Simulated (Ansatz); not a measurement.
Gas-phase reaction in SMILES: C=C[Se]C(C)C [2-ethenylselanylpropane] + 6 [H][H] (H2) -> 5 C (CH4) + [SeH2] (H2Se)

Wanted: energy of full hydrogenation (electronic), in kcal/mol. Set-up: spin-orbit terms left out; 6-31G* and kin with 6d, 5d where marked; valence correlation only (noble-gas shells and the d and f shells of earlier blocks); non-relativistic; no dispersion term unless named. Ab initio and DFT rows: single points at B3LYP-D3(BJ) geometries (Ansatz, a first-principles code).

| species | coefficient | E at MP2/6-31G* (Ansatz), Eh | E at PBE/def2-TZVPD (Ansatz), Eh |
|---|---|---|---|
| C=C[Se]C(C)C | -1 | -2595.43366 | -2597.51257 |
| [H][H] (H2) | -6 | -1.14411 | -1.16589 |
| C (CH4) | +5 | -40.33255 | -40.46301 |
| [SeH2] (H2Se) | +1 | -2400.80645 | -2402.38404 |

 1 Eh = 627.5095 kcal/mol.

### Question
Work the quantity out at each level.

### Answer

- MP2/6-31G*: the sum of coefficient times E is -0.17088 Eh, or -107.23 kcal/mol. Result: -107.2 kcal/mol.
- PBE/def2-TZVPD: the sum of coefficient times E is -0.19118 Eh, or -119.97 kcal/mol. Result: -120.0 kcal/mol.
